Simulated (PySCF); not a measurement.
Atomic charges against the basis set

Compound: C₂H₂F₂.
Geometry (PBE0-D3(BJ)/def2-SVP, Å), atoms numbered from 1 in this order:
```
atom  x, y, z in Å
F1    -1.6093   -0.6607    0.0008
C2    -0.6273    0.2282   -0.0004
C3     0.6583   -0.1105    0.0000
F4     1.0753   -1.3680    0.0019
H5    -0.9498    1.2719   -0.0014
H6     1.4527    0.6392   -0.0009
```

PBE0 throughout (PySCF), one geometry, spherical d and f functions. Geometry: PBE0-D3(BJ)/def2-SVP; no solvent, vibrations or thermal averaging. Atoms taken as equivalent share a column and are averaged.

Mulliken charges (e):

```json
{"basis": "STO-3G", "functions": "22", "F1/F4": "-0.067", "C2/C3": "-0.018", "H5/H6": "+0.085"}
{"basis": "6-31G", "functions": "40", "F1/F4": "-0.300", "C2/C3": "+0.115", "H5/H6": "+0.185"}
{"basis": "6-31G*", "functions": "60", "F1/F4": "-0.287", "C2/C3": "+0.111", "H5/H6": "+0.176"}
{"basis": "def2-SVP", "functions": "66", "F1/F4": "-0.198", "C2/C3": "+0.143", "H5/H6": "+0.055"}
{"basis": "6-311+G(2d,p)", "functions": "120", "F1/F4": "-0.255", "C2/C3": "+0.116", "H5/H6": "+0.139"}
{"basis": "def2-TZVP", "functions": "136", "F1/F4": "-0.172", "C2/C3": "+0.044", "H5/H6": "+0.127"}
```

IAO charges (e):

| basis | functions | F1/F4 | C2/C3 | H5/H6 |
| --- | --- | --- | --- | --- |
| STO-3G | 22 | -0.085 | -0.045 | +0.130 |
| 6-31G | 40 | -0.233 | +0.063 | +0.170 |
| 6-31G* | 60 | -0.244 | +0.088 | +0.156 |
| def2-SVP | 66 | -0.244 | +0.089 | +0.155 |
| 6-311+G(2d,p) | 120 | -0.259 | +0.090 | +0.169 |
| def2-TZVP | 136 | -0.259 | +0.093 | +0.166 |

Hirshfeld charges (e):

```tsv
basis	functions	F1/F4	C2/C3	H5/H6
STO-3G	22	-0.023	-0.004	+0.027
6-31G	40	-0.084	+0.017	+0.067
6-31G*	60	-0.075	+0.011	+0.063
def2-SVP	66	-0.073	+0.012	+0.062
6-311+G(2d,p)	120	-0.082	+0.014	+0.068
def2-TZVP	136	-0.079	+0.012	+0.067
```

ESP-fitted charges (e):

```csv
basis,functions,F1/F4,C2/C3,H5/H6
STO-3G,22,-0.026,-0.047,+0.074
6-31G,40,-0.130,-0.003,+0.133
6-31G*,60,-0.072,-0.075,+0.147
def2-SVP,66,-0.088,-0.051,+0.139
"6-311+G(2d,p)",120,-0.078,-0.080,+0.158
def2-TZVP,136,-0.075,-0.079,+0.154
```

Problem. Which scheme is steadiest as the basis changes?

Solution. Largest range over the bases for any column: Hirshfeld 0.06 e, ESP-fitted 0.10 e, IAO 0.17 e, Mulliken 0.23 e. Hirshfeld charges move least and Mulliken charges most, counted in e. Without the minimal STO-3G basis the ranges are Hirshfeld 0.01, ESP-fitted 0.08, IAO 0.03, Mulliken 0.13 e.

Problem. How much do the charges still move between the two largest bases, 6-311+G(2d,p) and def2-TZVP?

Solution. At most, over all atoms: Mulliken 0.083 e, IAO 0.003 e, Hirshfeld 0.003 e, ESP-fitted 0.004 e.

Problem. What do the same runs give for the total energy, the frontier levels and the dipole moment?

Solution. 
```csv
basis,energy (Eh),HOMO (eV),LUMO (eV),μ (D)
STO-3G,-272.9569,-3.89,4.06,0.97
6-31G,-276.6936,-7.40,0.59,2.62
6-31G*,-276.7561,-7.09,0.97,2.09
def2-SVP,-276.5557,-7.37,0.61,2.21
"6-311+G(2d,p)",-276.8596,-7.61,0.24,2.28
def2-TZVP,-276.8881,-7.53,0.41,2.21
```

The dipole is fixed by the density alone, so its range of 1.65 D shows that the density itself changes with the basis, not only its division among atoms.
